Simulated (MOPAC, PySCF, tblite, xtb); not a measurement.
Potential energy surface of H₃ (anion, charge -1), singlet: collinear H-H-H surface. Scanned: first H-H distance and second H-H distance.

Levels: GFN2-xTB, 300 K electronic temperature (tblite); RHF/aug-cc-pVDZ (PySCF); CAM-B3LYP/aug-cc-pVDZ (PySCF); PBE/aug-cc-pVDZ (PySCF); MP2 on RHF/aug-cc-pVDZ (PySCF); CCSD on RHF/aug-cc-pVDZ (PySCF); CCSD(T) on RHF/aug-cc-pVDZ (PySCF); AM1, restricted, heats of formation (MOPAC); PM6, restricted, heats of formation (MOPAC); GFN1-xTB (xtb); RKS-B3LYP/6-31G* = restricted B3LYP/6-31G*, spherical d (PySCF); RKS-B3LYP/3-21G = restricted B3LYP/3-21G in PySCF; RKS-B3LYP/LANL2DZ = PySCF with restricted B3LYP/LANL2DZ; RMP2/3-21G = restricted MP2 (frozen core)/3-21G (PySCF).

Energies in kJ/mol at chosen points (x: first H-H distance (Å); y: second H-H distance (Å)), relative to x = 1.81, y = 0.80:

```tsv
method	(2.15, 1.22)	(0.80, 0.94)	(1.55, 0.94)	(0.94, 2.15)	(2.15, 0.68)	(0.63, 1.37)	(0.74, 0.68)
GFN2-xTB	76.5	171.3	-0.3	10.6	21.5	110.3	496.6
RHF	135.9	105.7	29.1	23.6	3.7	97.9	291.2
CAM-B3LYP	114.4	78.8	14.9	20.5	16.3	95.4	259.3
PBE	97.2	63.5	7.4	17.4	22.1	94.1	235.8
MP2	126.5	85.2	21.5	23.4	10.6	93.7	264.5
CCSD	115.1	92.2	22.2	19.2	10.9	96.8	271.1
CCSD(T)	113.6	90.2	21.1	19.3	11.6	96.5	268.6
AM1	206.5	-35.4	24.1	66.8	-3.7	-3.3	65.7
PM6	246.9	-74.8	3.1	65.3	38.8	48.5	129.2
GFN1-xTB	99.5	150.2	9.9	38.3	31.3	127.5	500.8
RKS-B3LYP/6-31G*	97.3	76.4	-0.5	23.4	25.4	92.4	291.1
RKS-B3LYP/3-21G	99.0	74.4	-2.8	25.0	29.8	95.0	296.3
RKS-B3LYP/LANL2DZ	99.5	75.0	-2.2	24.5	27.6	93.3	295.4
RMP2/3-21G	127.1	83.2	6.7	34.1	21.2	91.3	304.5
```
